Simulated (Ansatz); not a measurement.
Geometry optimisation, UKS PBE0-D4/def2-SVP in Ansatz.

Input:

```yaml
crystal:
  periodic: [false, false, false]
  atoms:
    - { symbol: Mg, position_ang: [0.616326, 0.316468, 0.775281] }
    - { symbol: H, position_ang: [-0.029672, 1.879971, 0.459177] }
    - { symbol: C, position_ang: [1.535697, -1.495225, 1.28149] }
    - { symbol: H, position_ang: [-1.290574, 1.610684, -0.973218] }
    - { symbol: "N", position_ang: [-1.711377, 0.950506, -1.633228] }
    - { symbol: H, position_ang: [0.847341, -2.173924, 1.814928] }
    - { symbol: H, position_ang: [2.414046, -1.352849, 1.935139] }
    - { symbol: H, position_ang: [1.886515, -2.039207, 0.387147] }
    - { symbol: H, position_ang: [-1.550679, 1.32254, -2.56777] }
    - { symbol: H, position_ang: [-2.717723, 0.980935, -1.478946] }
magnetization:
  spin_polarized: true
basis:
  gaussian: { orbitals: def2-SVP }
hamiltonian:
  xc: pbe0
  dispersion: d4
relax:
  f_tol: 0.03
  max_steps: 50
```

Command:

```bash
$ ansatz run input.yaml --threads 2 --pin off --max-ram 3072MiB --backend cpu --events-out ev --progress --plain --runs-dir out
```

Problem. Where does it end, and by what steps?

Solution. The run converged. After 11 steps the energy has fallen by 0.732 eV; H9 moved furthest, 1.43 Å. Joined: Mg1–N5 (3.41 → 2.24 Å).

| step | energy less start (eV) | largest force component (eV/Å) | accepted |
| --- | --- | --- | --- |
| 0 | 0.0000 | 0.247 | yes |
| 1 | -0.0874 | 0.903 | yes |
| 2 | -0.2377 | 0.863 | yes |
| 3 | -0.4298 | 0.533 | yes |
| 4 | -0.5450 | 0.468 | yes |
| 5 | -0.6234 | 1.011 | yes |
| 6 | -0.6667 | 0.320 | yes |
| 7 | -0.7067 | 0.631 | yes |
| 8 | -0.7232 | 0.365 | yes |
| 9 | -0.7291 | 0.152 | yes |
| 10 | -0.7313 | 0.034 | yes |
| 11 | -0.7316 | 0.017 | yes |

```xyz
10
Properties=species:S:1:pos:R:3
Mg 0.373 0.804 0.609
H 0.335 2.492 1.022
C 1.052 -1.191 0.821
H -1.541 1.602 -1.236
N -1.130 0.688 -1.043
H 0.276 -1.852 1.253
H 1.936 -1.297 1.474
H 1.330 -1.649 -0.147
H -0.729 0.351 -1.920
H -1.902 0.053 -0.833
```

Run time: 17 s on 2 threads of Intel(R) Xeon(R) 6975P-C (Granite Rapids), on a shared host, peak memory 0.21 GiB.
